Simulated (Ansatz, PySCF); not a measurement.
Barrier height from CH3 (SMILES [CH3]) + C2H4 (SMILES C=C) to the transition structure C3H7, without zero-point energy, on the benchmark's geometries as Psi4's copy of the set gives them.
Transition structure (charge 0, multiplicity 2, Z-matrix in Å and degrees):
```
C
C 1 1.3597
H 1 1.0807 2 120.35
H 1 1.0807 3 116.14 2 -159.94
H 2 1.0810 1 121.32 3 13.11
H 2 1.0810 5 117.16 1 -174.89
C 1 2.2655 3 89.07 4 -88.53
H 7 1.0800 1 100.76 3 -61.94
H 7 1.0800 8 116.68 1 107.95
H 7 1.0816 8 116.92 9 145.44
```
Reactant (charge 0, multiplicity 2):
```xyz
4

C      0.00000     0.00000     0.00000
H      1.07732     0.00000     0.00000
H     -0.53866     0.93298     0.00000
H     -0.53866    -0.93298     0.00000
```
Reactant (charge 0, multiplicity 1):
```xyz
6

C      0.0000     0.0000     0.6656
C      0.0000     0.0000    -0.6656
H      0.0000     0.9215     1.2317
H      0.0000    -0.9215     1.2317
H      0.0000     0.9215    -1.2317
H      0.0000    -0.9215    -1.2317
```

Open shells are unrestricted; no spin–orbit coupling.

Codes used: Ansatz (Gaussian orbitals); PySCF for the dispersion terms. Values without a source in brackets are computed.

Question: Estimate the barrier height that BHLYP-D3(BJ)/def2-TZVPPD returns for this input.

Answer: 6.0 kcal/mol

Question: Give the barrier height at the level SVWN5/def2-TZVPPD.

Answer: -5.8 kcal/mol

Question: What barrier height does PBE/def2-TZVPPD give?

Answer: 1.5 kcal/mol

Ansatz is a quantum-chemistry and plane-wave program.
